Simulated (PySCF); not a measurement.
## Relaxation of singlet PH3

Level of theory: PBE0 in PySCF with P def2-TZVP, H def2-TZVP; no relativity; density-fitted integrals. A (50,194) grid was used.

A start displaced from a saddle point along its imaginary mode, of C3v symmetry, held to at least that symmetry:

```xyz
4
charge 0 multiplicity 1, angstrom
P     0.0000    0.0000    0.0117
H     1.3827    0.0000   -0.1200
H    -0.6914    1.1975   -0.1200
H    -0.6914   -1.1975   -0.1200
```

Task: What forces act on the atoms at the start (eV/Å)?

Result: 
| atom | Fx | Fy | Fz |
| --- | --- | --- | --- |
| P1 | 0.00 | 0.00 | 1.46 |
| H2 | -0.14 | 0.00 | -0.49 |
| H3 | 0.07 | -0.12 | -0.49 |
| H4 | 0.07 | 0.12 | -0.49 |

Task: What does it relax to?

Result: It ends at C3v with P–H 1.420 Å (×3); H–P–H 93.1° (×3). A frequency run shows a minimum. Other isomers or separated fragments may lie lower.

Task: How much energy is released, and in how many steps?

Result: 130.0 kJ/mol in 6 steps.

The relaxation took 2.9 s on 2 threads of a shared Arm Neoverse V1 host, with 55 basis functions and 7 gradients; the process peaked at 0.72 GiB.
